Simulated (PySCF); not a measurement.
Compound: CH2Cl2.
Atom-mapped SMILES: `[Cl:1][CH2:2][Cl:3]` (hydrogens: H4, H5 on C2)

Level: wB97X-D/pcSseg-2 in PySCF, non-relativistic, on one gas-phase PBE0-D3(BJ)/def2-TZVP geometry that isn't relaxed in the solvent. The solvent is an IEF-PCM continuum (Bondi radii, 1.10 Å for H, scaled by 1.2). Only the electrostatic response of the medium enters.

Gas phase at wB97X-D/pcSseg-2: HOMO -10.66 eV, LUMO 1.61 eV, dipole 1.78 D.

Question: What does the continuum do to the energy, the frontier levels and the dipole at wB97X-D/pcSseg-2 in chloroform?

Answer: 
| solvent | ε | E(solvent) − E(gas) (kcal/mol) | polarisation term (kcal/mol) | distortion of the solute (kcal/mol) | HOMO (eV) | LUMO (eV) | dipole (D) |
| --- | --- | --- | --- | --- | --- | --- | --- |
| chloroform | 4.711 | -2.39 | -2.70 | 0.31 | -10.58 | 1.80 | 2.18 |

Polarisation term: ½ Σ q·V over the induced surface charges. Distortion: the rise of the solute's own energy as its density leaves the gas-phase optimum.

Question: Which radius a makes the point-dipole formula ΔE = −[(ε − 1)/(2ε + 1)]·μ²/a³ give the value in chloroform, with the gas-phase dipole?

Answer: μ = 0.702 au and |ΔE| = 0.00380 Eh give a = 1.90 Å; the farthest nucleus lies 1.69 Å from the centroid of the nuclei. The formula assumes a rigid point dipole at the centre of a sphere.

Time: 5.4 s; peak memory 0.76 GiB. Hardware: one thread of an Arm Neoverse V2, no GPU, shared host with 96 logical CPUs at a one-minute load of 24. This is the whole shielding run at wB97X-D/pcSseg-2 in chloroform, SCF included.

wB97X-D is run here without its empirical dispersion term; that term would change no orbital, density or response property at a fixed geometry.
